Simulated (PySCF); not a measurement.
**Stretching CN**

Set-up: basis C x2c-TZVPPall, N x2c-TZVPPall; spin-free X2C with a Gaussian nucleus; PySCF 2.14. Energies in eV from C + N in their ground configurations at the same level. State: ²Σ⁺ (doublet), unpaired electrons σ ↑.

Curves on a restricted Hartree–Fock reference rise too fast on stretching and do not dissociate correctly.

| R (Å) | ROHF-CCSD(T) | r²SCAN | ROHF-SCS-MP2 |
| --- | --- | --- | --- |
| 0.999 |  | -5.517 | -5.288 |
| 1.046 | -6.239 | -6.700 | -6.515 |
| 1.092 | -6.983 | -7.377 | -7.249 |
| 1.127 | -7.286 | -7.630 | -7.553 |
| 1.162 | -7.419 | -7.713 | -7.699 |
| 1.197 | -7.414 | -7.660 | -7.720 |
| 1.243 | -7.246 | -7.427 | -7.610 |
| 1.301 | -6.847 | -6.949 | -7.328 |
| 1.371 | -6.197 | -6.204 | -6.884 |
| 1.464 |  | -5.082 | -5.829 |

Problem. Put a parabola through the three lowest points of the ROHF-CCSD(T) curve and estimate Re, k and ωe (reduced mass 6.462 u; 1 eV/Å² = 0.16022 mdyn/Å; ωe = 1302.8·√(k/μ) cm⁻¹).

Solution. Through R = 1.127, 1.162, 1.197 Å the second-order coefficient is 56.3 eV/Å², so Re ≈ 1.178 Å, k ≈ 18.0 mdyn/Å and ωe ≈ 2177 cm⁻¹. A polynomial fit of higher order to the unrounded ROHF-CCSD(T) energies gives Re = 1.178 Å, k = 16.1 mdyn/Å, ωe = 2057 cm⁻¹; anharmonicity and rounding make the difference.

The higher-order fit for each curve: ROHF-CCSD(T): Re = 1.178 Å, ωe = 2057 cm⁻¹, De = 7.43 eV; r²SCAN: Re = 1.164 Å, ωe = 2148 cm⁻¹, De = 7.71 eV; ROHF-SCS-MP2: Re = 1.186 Å, ωe = 1867 cm⁻¹, De = 7.72 eV.

Correlated steps freeze 2 core orbitals. The CCSD T1 diagnostic is raised, a sign that a single reference may not be enough here. The state was picked by a PBE0 search and need not be the measured ground state.
